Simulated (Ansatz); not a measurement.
Consider the formal loss of a carbene: `CC(F)OC=N` → `[CH2]` (triplet) + `N=COCF`.

Isolated molecules relaxed with PBE0-D4/def2-TZVP in Ansatz; ΔE leaves out vibrations. CBS: MP2 limit from def2 TZ/QZ plus the TZ coupled-cluster correction, frozen cores. This one scheme is used for every species. DFT in def2-TZVPP. B3LYP here is the variant with VWN-RPA as its local correlation; programs differ in this. Triplets are unrestricted, without spin–orbit coupling. Each species was taken in one conformer, which may not be the lowest.

```tsv
level	ΔE (eV)	difference from CCSD(T)/CBS
PBE-D4	5.04	0.03
r2SCAN-D4	4.78	-0.23
PBE0-D4	4.97	-0.04
B3LYP-D4	4.91	-0.10
ωB97X-V	5.13	0.12
ωB97M-V	5.06	0.05
B2PLYP	4.90	-0.11
PBE	4.97	-0.04
r2SCAN	4.76	-0.25
PBE0	4.91	-0.10
B3LYP	4.82	-0.19
HF/def2-TZVPP	3.49	-1.52
MP2/def2-TZVPP	5.02	0.01
SCS-MP2/def2-TZVPP	5.01	0.00
CCSD/def2-TZVPP	4.77	-0.24
CCSD(T)/def2-TZVPP	4.88	-0.13
HF/def2-QZVPP	3.49	-1.52
MP2/def2-QZVPP	5.09	0.08
SCS-MP2/def2-QZVPP	5.10	0.09
HF/CBS(def2)	3.49	-1.52
MP2/CBS(def2)	5.15	0.14
CCSD/CBS(def2)	4.90	-0.11
CCSD(T)/CBS	5.01	0
```

Largest T1 diagnostic among the species: 0.013.

The D4 term adds +0.10 eV with B3LYP and +0.05 eV with PBE0; it sums over pairs of atoms, weighted by their polarisabilities, and B3LYP, whose exchange is more repulsive, gets the larger term. In def2-TZVPP, CCSD(T) changes the Hartree–Fock value by +1.39 eV (the triples alone add +0.11 eV) and MP2 by +1.53 eV. From PBE to PBE0 (25 % exact exchange), in def2-TZVPP and without D4, ΔE moves by −0.06 eV.
